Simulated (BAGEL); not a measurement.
# HF/3-21G (density fitting with qzvpp-jkfit) run of BH2ClO (SMILES OBCl)

What is the energy change on altering one bond length of BH2ClO at HF/3-21G (density fitting with qzvpp-jkfit)? 

The calculation is run with BAGEL 1.2.2.

6 further runs of the same task are left out: 4 that didn't finish, 2 set aside as unsound or not needed. Runs told in other sessions of the task aren't counted.

## (1) The structure to begin with

The species is BH2ClO (5 atoms), meant as a singlet with charge 0. SMILES: `OBCl`. Geometry: relaxed at PBE0-D4/def2-TZVP. This is one conformer, not always the lowest.

Bond lengths: O1–B2 1.340 Å, B2–Cl3 1.766 Å, O1–H4 0.963 Å, B2–H5 1.189 Å. Angles: O1–B2–Cl3 121.0°, O1–B2–H5 119.8°, Cl3–B2–H5 119.2°, B2–O1–H4 113.9°.

## (2) The energy at HF/3-21G (density fitting with qzvpp-jkfit)

job.json reads:

```json
{ "bagel" : [

{
  "title" : "molecule",
  "basis" : "3-21g",
  "df_basis" : "qzvpp-jkfit",
  "angstrom" : true,
  "geometry" : [
    { "atom" : "O", "xyz" : [   -0.863300,   -0.618600,   -0.002900 ] },
    { "atom" : "B", "xyz" : [    0.379000,   -0.137200,    0.137900 ] },
    { "atom" : "Cl", "xyz" : [    0.788600,    1.496000,   -0.395300 ] },
    { "atom" : "H", "xyz" : [   -1.477700,    0.001200,   -0.409700 ] },
    { "atom" : "H", "xyz" : [    1.223300,   -0.815100,    0.628600 ] }
  ]
},
{
  "title" : "hf"
},
{
  "title" : "print",
  "file" : "orbitals.molden",
  "orbitals" : true
}

]}
```

Run with:

```sh
$ BAGEL_NUM_THREADS=1 BAGEL job.json > job.out
```

The program printed:

```text
* using 1 threads per process

  ===============================================================
  ===============================================================

  *** Geometry ***

  { "atom" : "O", "xyz" : [     -1.631401,     -1.168985,     -0.005480 ] },
  { "atom" : "B", "xyz" : [      0.716206,     -0.259270,      0.260593 ] },
  { "atom" : "Cl", "xyz" : [      1.490238,      2.827030,     -0.747009 ] },
  { "atom" : "H", "xyz" : [     -2.792448,      0.002268,     -0.774221 ] },
  { "atom" : "H", "xyz" : [      2.311702,     -1.540316,      1.187882 ] },

  Number of auxiliary basis functions:      316

  Since a DF basis is specified, we compute 2- and 3-index integrals:
    o Being stored without compression. Storage requirement is 0.003 GB

  Number of basis functions:       35
  Number of electrons      :       32

    * METHOD: MOLECULE                             0.05

  *** RHF ***

  === Nuclear Repulsion ===
    84.7216700969

      * DIIS with orbital gradients will be used.

  === RHF iteration (3-21g) ===
      0       -557.43758368          0.03135269           0.01
      1       -557.50834508          0.01869349           0.01
      2       -557.53381997          0.00194684           0.01
      3       -557.53443234          0.00042702           0.01
      4       -557.53447737          0.00010118           0.01
      5       -557.53448069          0.00001911           0.01
      6       -557.53448083          0.00000527           0.01
      7       -557.53448084          0.00000109           0.01
      8       -557.53448084          0.00000060           0.01
      9       -557.53448084          0.00000015           0.01
     10       -557.53448084          0.00000004           0.01
     11       -557.53448084          0.00000001           0.01
     12       -557.53448084          0.00000000           0.01
    * SCF iteration converged.

    * Permanent dipole moment:
           (    0.549250,     0.120571,     0.098431) a.u.

    * METHOD: HF                                   0.15

    * METHOD: PRINT                                0.00

  ===============================================================
```

It took 0.32 s on 1 thread of Arm Neoverse V2, shared host.

## (3) The distorted shape, same level

input.json reads:

```json
{ "bagel" : [

{
  "title" : "molecule",
  "basis" : "3-21g",
  "df_basis" : "qzvpp-jkfit",
  "angstrom" : true,
  "geometry" : [
    { "atom" : "O", "xyz" : [      -1.285480,      -0.279626,      -0.248268 ] },
    { "atom" : "B", "xyz" : [      -0.043180,       0.201774,      -0.107468 ] },
    { "atom" : "Cl", "xyz" : [       0.366420,       1.834974,      -0.640668 ] },
    { "atom" : "H", "xyz" : [      -1.899880,       0.340174,      -0.655068 ] },
    { "atom" : "H", "xyz" : [       1.223300,      -0.815100,       0.628600 ] }
  ]
},

{ "title" : "hf" },

{ "title" : "print", "file" : "orbitals.molden", "orbitals" : true }

]}
```

Run with:

```sh
$ BAGEL_NUM_THREADS=1 BAGEL input.json > input.out
```

The program printed:

```text
* using 1 threads per process

  ===============================================================
  ===============================================================

  *** Geometry ***

  { "atom" : "O", "xyz" : [     -2.429205,     -0.528417,     -0.469159 ] },
  { "atom" : "B", "xyz" : [     -0.081598,      0.381298,     -0.203085 ] },
  { "atom" : "Cl", "xyz" : [      0.692433,      3.467598,     -1.210687 ] },
  { "atom" : "H", "xyz" : [     -3.590253,      0.642836,     -1.237899 ] },
  { "atom" : "H", "xyz" : [      2.311702,     -1.540316,      1.187882 ] },

  Number of auxiliary basis functions:      316

  Since a DF basis is specified, we compute 2- and 3-index integrals:
    o Being stored without compression. Storage requirement is 0.003 GB

  Number of basis functions:       35
  Number of electrons      :       32

    * METHOD: MOLECULE                             0.05

  *** RHF ***

  === Nuclear Repulsion ===
    83.0112734434

      * DIIS with orbital gradients will be used.

  === RHF iteration (3-21g) ===
      0       -557.35378084          0.03146866           0.01
      1       -557.42663256          0.01891839           0.01
      2       -557.45271494          0.00198619           0.01
      3       -557.45341283          0.00045974           0.01
      4       -557.45346309          0.00010400           0.01
      5       -557.45346687          0.00002188           0.01
      6       -557.45346705          0.00000620           0.01
      7       -557.45346707          0.00000150           0.01
      8       -557.45346707          0.00000073           0.01
      9       -557.45346707          0.00000017           0.01
     10       -557.45346707          0.00000005           0.01
     11       -557.45346707          0.00000002           0.01
     12       -557.45346707          0.00000000           0.01
    * SCF iteration converged.

    * Permanent dipole moment:
           (    0.750081,    -0.097449,     0.237478) a.u.

    * METHOD: HF                                   0.14

    * METHOD: PRINT                                0.00

  ===============================================================
```

It took 0.32 s on 1 thread of Arm Neoverse V2, shared host.

## (4) What came out

At HF/3-21G (density fitting with qzvpp-jkfit):

| quantity | value |
| --- | --- |
| first shape: total energy | -557.53448 Eh |
| first shape: dipole moment | 1.45 D |
| first shape: HOMO energy | -12.66 eV |
| first shape: LUMO energy | 3.65 eV |
| first shape: HOMO–LUMO gap | 16.32 eV |
| distorted shape: total energy | -557.45347 Eh |
| distorted shape: dipole moment | 2.02 D |
| distorted shape: HOMO energy | -11.26 eV |
| distorted shape: LUMO energy | 3.46 eV |
| distorted shape: HOMO–LUMO gap | 14.72 eV |
| energy change with the B2–H5 bond stretched from 1.189 to 1.783 Å | 2.204 eV |

In words: With the B2–H5 bond stretched from 1.189 to 1.783 Å the energy rises by 2.20 eV (213 kJ/mol). The first shape isn't relaxed at this level, so the change isn't measured from a minimum.
